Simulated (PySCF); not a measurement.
**Basis set benchmark on one molecule**

Molecule: SMILES [PH4+], [H₄P]+.

Atoms are numbered as in `[PH4+:1]`; H(Xn) means a hydrogen on atom n.

Geometry PBE0-D3(BJ)/def2-SVP throughout; GIAO in PySCF, gas phase, one conformer, non-relativistic; equivalent atoms averaged; functional PBE0.

Reference values (measured; solution, CH3OH; W. H. Hersh, T.-Y. Chan, Beilstein J. Org. Chem. 19 (2023) 36, supporting information): δ(P1) = -105.3 ppm vs 85 % H3PO4. Computed shifts are taken against H3PO4, calculated as an isolated molecule at each level.

**Question.** How do the basis sets pcSseg-0, cc-pVDZ, aug-cc-pVDZ, IGLO-III, cc-pVTZ, pcSseg-3 perform against the reference? Times are CPU seconds on 1 thread of an Arm Neoverse V1, shared host.

**Answer.** 
```tsv
basis set	functions	P1	abs. error P	core-s
pcSseg-0	21	-296.7	191.4	0.75
cc-pVDZ	38	-132.0	26.7	1.1
aug-cc-pVDZ	63	-153.0	47.7	1.6
IGLO-III	84	-134.7	29.4	1.9
cc-pVTZ	90	-139.9	34.6	2.2
pcSseg-3	208	-137.2	31.9	7.2
```

For 31P the closest is cc-pVDZ (26.7 ppm) and the furthest pcSseg-0 (191.4 ppm). Where a smaller basis beats a larger one, errors probably cancel; the largest sets show where the functional converges. One molecule is a small sample, and vibrational and solvent effects are absent from the calculation.

A small basis that lands close on one nucleus may do so by chance; judge by the trend and by all nuclei.
